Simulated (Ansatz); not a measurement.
**Abstraction of H: C2H4Si + C3H3 → SiH3(CC) + C3H4**

Species: C2H4Si (ethynylsilane) `C#C[SiH3]`, singlet; C3H3 (cyclopropenyl radical) `[CH]1C=C1`, doublet; SiH3(CC), doublet; C3H4 (cyclopropene) `C1=CC1`, singlet. A radical takes H: the energy is the difference in strength between two C–H bonds in different surroundings.

Shapes, held fixed at every level: PBE0-D4/def2-TZVP. Programs: Ansatz 0.2.0. The zero-point and thermal change to 298 K, harmonic and unscaled (PBE0-D4/def2-TZVP), is +5.1 kJ/mol.

| level | kind | ΔH(298 K) (kJ/mol) | CPU time (sum over the molecules) |
| --- | --- | --- | --- |
| HF/def2-SVP | Hartree–Fock | +100.8 | – |
| SPW92/def2-TZVPP | LDA | +150.4 | 11 s |
| PBE-D4/def2-TZVPP | GGA | +143.0 | 23 s |
| BHLYP-D4/def2-TZVPP | global hybrid | +149.1 | 29 s |
| r2SCAN0-D4/def2-TZVPP | global hybrid | +141.1 | 38 s |
| wB97X-V/def2-TZVPP | range-separated hybrid | +148.9 | 92 s |
| B2PLYP/def2-TZVPP | double hybrid | +147.1 | 32 s |

B2PLYP/def2-TZVPP gives ΔH(298 K) = +147.1 kJ/mol; the levels span +100.8 to +150.4. The median of the levels is +147.1. No measured value is set beside it here. Spin contamination: SiH3(CC) (⟨S²⟩ up to 1.16). Open shells run unrestricted. Times are processor times on shared x86 and Arm servers, and rough.
